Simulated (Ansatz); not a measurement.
**Interaction energy ladder**

The pair of H3O⁺ (SMILES [OH3+], atoms 1–4) and C2H4 (SMILES C=C, atoms 5–10), both closed shells, in one local arrangement (a lower one may exist), relaxed at PBE0-D4/def2-TZVP:

O1  (-0.617, -0.327, -1.555)
H2  (-0.221, -0.116, -0.563)
H3  (-0.016, -0.838, -2.123)
H4  (-0.954, 0.456, -2.023)
C5  (0.797, 0.507, 0.786)
C6  (-0.208, -0.238, 1.261)
H7  (1.770, 0.075, 0.570)
H8  (0.703, 1.584, 0.679)
H9  (-1.161, 0.203, 1.539)
H10  (-0.094, -1.305, 1.430)
(Å)

Computed with Ansatz 0.2.0 (basis: def2-TZVPPD, with def2-QZVPPD for the basis limit); correlated methods freeze the cores. B3LYP uses VWN-RPA correlation. Extrapolation: Hartree–Fock as exp(−7.88 √X), correlation as X^−2.97. Interaction energies count from these two fragments, frozen as in the pair, with the counterpoise correction; negative means bound.

**Question.** What is the interaction energy by CCSD(T) at an estimated basis limit (MP2 extrapolated from triple and quadruple zeta, plus CCSD(T) − MP2 in triple zeta)? (Judge from chemistry; the value comes from the calculation.)

**Answer.** The calculation gives: -25.76 kcal/mol. Hartree–Fock alone gives -22.48 kcal/mol at the basis limit. It counts from the two fragments frozen as in the pair.

The same quantity by other methods in triple zeta, and each one's difference from that estimate:
```json
{"method": "PBE-D4", "E_int (kcal/mol)": "-29.39", "difference": "-3.63"}
{"method": "revPBE-D4", "E_int (kcal/mol)": "-28.28", "difference": "-2.52"}
{"method": "BLYP-D4", "E_int (kcal/mol)": "-27.35", "difference": "-1.59"}
{"method": "r2SCAN-D4", "E_int (kcal/mol)": "-29.15", "difference": "-3.39"}
{"method": "B97M-V", "E_int (kcal/mol)": "-27.06", "difference": "-1.29"}
{"method": "PBE0-D4", "E_int (kcal/mol)": "-29.22", "difference": "-3.46"}
{"method": "B3LYP-D4", "E_int (kcal/mol)": "-27.64", "difference": "-1.88"}
{"method": "HSE06-D4", "E_int (kcal/mol)": "-29.24", "difference": "-3.47"}
{"method": "wB97X-V", "E_int (kcal/mol)": "-27.49", "difference": "-1.73"}
{"method": "wB97M-V", "E_int (kcal/mol)": "-27.12", "difference": "-1.35"}
{"method": "B2PLYP", "E_int (kcal/mol)": "-26.24", "difference": "-0.48"}
{"method": "HF", "E_int (kcal/mol)": "-22.45", "difference": "3.31"}
{"method": "MP2", "E_int (kcal/mol)": "-26.04", "difference": "-0.28"}
{"method": "CCSD", "E_int (kcal/mol)": "-24.29", "difference": "1.47"}
{"method": "CCSD(T)", "E_int (kcal/mol)": "-24.87", "difference": "0.89"}
```
Differences are method less estimate.

Energy to bend the free fragments (PBE0-D4 minima) into their shapes in the pair, CCSD(T)/def2-TZVPPD: H3O⁺ 5.56 kcal/mol; C2H4 0.02 kcal/mol. This must be added to the interaction energy to get the binding energy from relaxed fragments.

Basis-set superposition shift (counterpoise-corrected less uncorrected): CCSD(T) 0.98; MP2 1.03; HF 0.12; PBE0-D4 0.12; wB97M-V 0.13 kcal/mol.

The T1 diagnostic stays at or below 0.011. The restricted Hartree–Fock reference is unstable towards an unrestricted one at one or more of these structures.

For scale, one of the runs: CCSD(T)/def2-TZVPPD, 233 basis functions, launched by `ansatz run in.yaml --threads 4 --pin off --events-out ev --progress --plain --max-ram 9574MiB`. Time: 58 s of wall clock on 4 CPU threads of an Arm Neoverse V1; the host was shared. Peak host memory: 4.3 GiB.
